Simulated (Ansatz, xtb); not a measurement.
Bonds broken one at a time in the series HO-X. Isolated molecules, 0 K electronic values unless said otherwise. One relaxed conformer stands for each flexible species; it need not be the lowest. Strings in code marks are SMILES.

Quantity: homolytic bond dissociation enthalpy at 298 K (no spin–orbit term), in kJ/mol. Enthalpy corrections at 298 K come from GFN2-xTB frequencies (xtb).

A: C–O bond of `CCO` (C–C–O–H torsion 59°), giving `[CH2]C` and `[OH]`
B: C–C bond of `CCO` (C–C–O–H torsion 59°), giving `[CH2]O` and `[CH3]`
C: O–S bond of `OS` (H–O–S–H torsion 91°), giving `[OH]` and `[SH]`
D: C–O bond of `CO`, giving `[CH3]` and `[OH]`
E: O–Si bond of `O[SiH3]`, giving `[OH]` and `[SiH3]`
F: C–Si bond of `C[Si](C)(C)O` (C–Si–O–H torsion 60°), giving `C[Si](C)O` (C–Si–O–H torsion 177°) and `[CH3]`

Question: Put the candidates in order of homolytic bond dissociation enthalpy at 298 K (no spin–orbit term), lowest first, for frozen-core MP2/cc-pVTZ // B3LYP-D3(BJ)/def2-TZVP (Ansatz, an electronic-structure program).

Answer: C (303.9 kJ/mol), B (374.8 kJ/mol), F (392.6 kJ/mol), D (403.7 kJ/mol), A (414.9 kJ/mol), E (531.7 kJ/mol)
